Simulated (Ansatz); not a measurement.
Mulliken charges of C2H4O2, SMILES `COC=O` from ωB97M-V/def2-TZVPP in Ansatz (PBE0-D4/def2-TZVP geometry).

```csv
atom,x (Å),y (Å),z (Å),charge (e)
C1,0.012,1.014,-0.114,-0.193
O2,0.066,-0.092,0.788,-0.244
C3,0.017,-1.292,0.217,0.235
O4,-0.066,-1.505,-0.957,-0.315
H5,-0.917,0.996,-0.685,0.138
H6,0.062,1.905,0.507,0.134
H7,0.854,0.982,-0.807,0.138
H8,0.064,-2.066,0.996,0.106
```

Task: By hand: the dipole of these point charges (1 e Å = 4.8032 D).

Result: Σ q r = (0.013, 0.306, 0.150) e Å, of length 0.341 e Å = 1.64 D.

Task: How does the dipole of the full density compare? (Estimate.)

Result: The calculation gave: (0.020, 0.297, 0.261) e Å, 1.90 D; the point charges give 0.86 times that, at 15° from its direction.

Point charges leave out the atoms' own dipoles, such as those of lone pairs, and Mulliken's split depends on the basis, so the close match here is no proof of good charges.
